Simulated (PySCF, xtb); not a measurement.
ethylene (C₂H₄), SMILES C=C.

GFN2-xTB run with xtb at its own geometry gives an orbital gap of 5.68 eV and a dipole moment of 0.00 D.

Geometry optimised at B3LYP-D3(BJ)/def2-TZVP.

What does B3LYP/def2-TZVPD (PySCF) give? (The exact figures need the calculation; the answer reports its results.)

gap 7.46 eV (levels -7.68 and -0.22 eV), dipole 0.00 D.
